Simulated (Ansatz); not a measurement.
Write a Python script for the Ansatz DFT code, driven from Python that makes a composite energy at a relaxed geometry of AlB (charge -1). Settings (for the species named): r2SCAN, def2-SVP basis, multiplicity 4.

Contents of `alb.xyz`:
```text
2

Al    0.00000    0.00000    0.00000
B     0.00000    0.00000    2.11000
```

Script `alb_composite.py`:
```python
"""Relax AlB(-) cheaply, then refine its energy."""

from dataclasses import dataclass
import itertools

import ansatz as az
from ase.data import atomic_numbers, covalent_radii
import numpy as np


@dataclass
class Options:
    basis: str = "def2-SVP"
    functional: str = "r2scan"
    charge: int = -1


settings = Options()

mol = az.Crystal.molecule_from_extxyz("alb.xyz")

calculation = mol.calculation()
calculation = calculation.basis(gaussian=settings.basis).functional(settings.functional)
calculation = calculation.charge(settings.charge).spin("collinear", total=3)
symbols = [site.symbol for site in mol.cartesian_sites]
start = np.array([site.position_ang for site in mol.cartesian_sites], dtype=float)
report = calculation.relax(force_tolerance=0.01).run(threads=1).report
end = np.array(report["positions_ang"])
# pairs closer than 1.2 times the sum of covalent radii, before or after
radius = [covalent_radii[atomic_numbers[s]] for s in symbols]
span = lambda where, i, j: np.linalg.norm(where[i] - where[j])
bonded = [(i, j) for i, j in itertools.combinations(range(len(symbols)), 2) if min(span(start, i, j), span(end, i, j)) < 1.2 * (radius[i] + radius[j])]
print("pair        before    after (A)")
for i, j in bonded:
    print(f"{symbols[i]}{i}-{symbols[j]}{j}".ljust(10), f"{span(start, i, j):8.4f} {span(end, i, j):8.4f}")

minimum = az.Crystal.molecule()
for symbol, place in zip(symbols, end):
    minimum = minimum.atom(symbol, place.tolist())
at_minimum = minimum.calculation().charge(settings.charge).spin("collinear", total=3)
# MP2 extrapolated to the basis limit, plus the small-basis difference CCSD(T) - MP2
level = lambda method, basis: at_minimum.basis(gaussian=basis).correlation(method).run(threads=1).report
small, large, cluster = level("mp2", "cc-pVDZ"), level("mp2", "cc-pVTZ"), level("ccsd_t", "cc-pVDZ")
corr = lambda each: (each["free_energy_ev"] - each["reference_energy_ev"]) / 27.211386246
mp2_limit = (27 * corr(large) - 8 * corr(small)) / 19
pieces = {"HF / cc-pVTZ": large["reference_energy_ev"] / 27.211386246, "MP2 correlation, DZ-TZ limit": mp2_limit, "CCSD(T) - MP2 / cc-pVDZ": corr(cluster) - corr(small)}
for name, value in pieces.items():
    print(f"{name:32s} {value:14.6f} Ha")
print(f"{'sum':32s} {sum(pieces.values()):14.6f} Ha")
print("T1 diagnostic", round(cluster["correlation"]["coupled_cluster"]["t1_diagnostic"], 4))
```

Output of `python alb_composite.py`:
```text
pair        before    after (A)
Al0-B1       2.1100   2.0720
HF / cc-pVTZ                        -266.489392 Ha
MP2 correlation, DZ-TZ limit          -0.133547 Ha
CCSD(T) - MP2 / cc-pVDZ               -0.037906 Ha
sum                                 -266.660846 Ha
T1 diagnostic 0.0521
```

Reading the output:
- Total energies depend on the basis set; only differences at equal settings carry meaning.
- The sum leaves out core correlation, relativity, the Hartree-Fock basis error and zero-point energy; a DZ-TZ extrapolation is rough.
- The run takes the species as open-shell (spin multiplicity 4), which needn't be its ground state.
- Inner cores stay frozen, so this is valence correlation.
- For Al to Cl the sets with a tight d function, cc-pV(X+d)Z, are usual.
- The spin state was assumed, and another may lie lower.
- An extrapolation from small basis sets is rough.
- Anions want diffuse functions, which this basis lacks.
- Hardware and time: 18 s on 1 thread of Intel(R) Xeon(R) Platinum 8259CL CPU @ 2.50GHz (Skylake/Cascade Lake) (shared host), peak memory 0.2 GiB.
